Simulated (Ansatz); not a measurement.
Relaxation of AlFH₂ (4 atoms, charge 0, multiplicity 1), to a largest force component of 0.02 eV/Å in at most 40 steps.

All numbers below come from Ansatz 0.2.0, RKS r2SCAN-D4/def2-mTZVP.

```xyz
4
Properties=species:S:1:pos:R:3
Al 0.000 0.000 0.000
F 0.000 0.000 1.690
H 1.351 0.000 -0.780
H -1.351 0.000 -0.780
```

Question: Where does it end, and by what steps?

Answer: It converged. After 3 steps the energy has fallen by 0.039 eV; H3 moved furthest, 0.07 Å.

| step | energy less start (eV) | largest force component (eV/Å) | accepted |
| --- | --- | --- | --- |
| 0 | 0.0000 | 0.963 | yes |
| 1 | -0.0331 | 0.551 | yes |
| 2 | -0.0387 | 0.084 | yes |
| 3 | -0.0388 | 0.001 | yes |

```xyz
4
Properties=species:S:1:pos:R:3
Al 0.000 0.000 -0.023
F 0.000 0.000 1.632
H 1.406 0.000 -0.739
H -1.406 0.000 -0.739
```

Whether the end is a true minimum wasn't checked by a vibrational analysis.

Run time: 7.1 s on 1 thread of Arm Neoverse V1, with other jobs on the host, peak memory 0.11 GiB.
